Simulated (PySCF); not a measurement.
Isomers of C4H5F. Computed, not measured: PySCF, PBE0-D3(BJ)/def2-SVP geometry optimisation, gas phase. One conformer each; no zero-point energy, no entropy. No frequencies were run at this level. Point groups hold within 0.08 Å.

Question: Order them by energy at this level, lowest first, and give relative energies in kcal/mol.
A. `C1(=CCC1)F`
B. `[CH2:1]=[CH:2][C:3](=[CH2:4])[F:5]` with C1–C2–C3–C4 180°
C. `[CH:1]#[C:2][CH2:3][CH2:4][F:5]` with C2–C3–C4–F5 -179°

Answer: B (0.0), A (4.9), C (21.8).

As drawn, the lowest has a C=C bond outside aromatic rings, which the highest lacks; the highest has a C≡C bond, which the lowest lacks.

```tsv
SMILES	E (Eh)	E rel (kcal/mol)	dipole (D)	point group	A, B, C (MHz)
C=CC(=C)F	-254.75945	0.0	1.29	Cs	10067, 4280, 3003
FC1=CCC1	-254.75169	4.9	1.33	Cs	12327, 4518, 3453
C#CCCF	-254.72477	21.8	1.12	Cs	27121, 2250, 2134
```

As an exercise, what shares would exp(−E/RT) give at 2000 K from these electronic energies alone (no entropy, no degeneracies)?

RT = 3.974 kcal/mol: C=CC(=C)F 77.1 %, FC1=CCC1 22.6 %, C#CCCF 0.3 %.
